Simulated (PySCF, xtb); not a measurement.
silicon monoxide (OSi), SMILES O=[Si] (connectivity only; charge and spin as stated), neutral, multiplicity 1.

Harmonic wavenumbers (cm⁻¹) from GFN2-xTB run with xtb at its own minimum, in rising order: 1376.

Question: What does B3LYP-D3(BJ)/def2-TZVPD (PySCF) give at its own minimum? (The exact figures need the calculation; the answer reports its results.)

Answer: 1254. Paired by order, the mean absolute difference is 122 cm⁻¹ and the zero-point energies are 2.0 and 1.8 kcal/mol.
